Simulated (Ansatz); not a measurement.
```yaml
crystal:
  periodic: [false, false, false]
  atoms:
    - {symbol: C, position_ang: [-1.259963, 1.347417, -1.503508]}
    - {symbol: C, position_ang: [-0.854280, 0.397647, -0.152708]}
    - {symbol: C, position_ang: [0.606319, -0.447777, -0.367583]}
    - {symbol: C, position_ang: [1.041067, -1.409287, 0.981604]}
    - {symbol: C, position_ang: [1.300947, -0.521146, 2.322807]}
    - {symbol: N, position_ang: [1.504691, 0.202172, 3.368480]}
    - {symbol: H, position_ang: [-2.313986, 1.942130, -1.328763]}
    - {symbol: H, position_ang: [-0.394654, 2.183965, -1.729229]}
    - {symbol: H, position_ang: [-1.382370, 0.660162, -2.510027]}
    - {symbol: H, position_ang: [-0.767097, 1.108142, 0.843101]}
    - {symbol: H, position_ang: [-1.754806, -0.404884, 0.076522]}
    - {symbol: H, position_ang: [0.520747, -1.187134, -1.341849]}
    - {symbol: H, position_ang: [1.512994, 0.342405, -0.604882]}
    - {symbol: H, position_ang: [0.156960, -2.221453, 1.230305]}
    - {symbol: H, position_ang: [2.059014, -2.049256, 0.748657]}
basis:
  gaussian: {orbitals: def2-TZVPP}
magnetization: {spin_polarized: true, initial_magnetization: 0}
hamiltonian: {xc: {name: wB97M-V}, dispersion: rvv10}
accuracy: high
output: {forces: true}
```

```sh
$ ansatz run in.yaml --threads 2 --pin off --events-out ev --progress --plain --max-ram 22528MiB --backend cuda --devices 0, --max-vram 18GiB
```

Q: How does Ansatz answer? (An estimate is asked.)

A: The calculation gave: The input was rejected before any iteration.
```
Error: invalid value for `hamiltonian.dispersion`: this functional's text states its nonlocal part
```
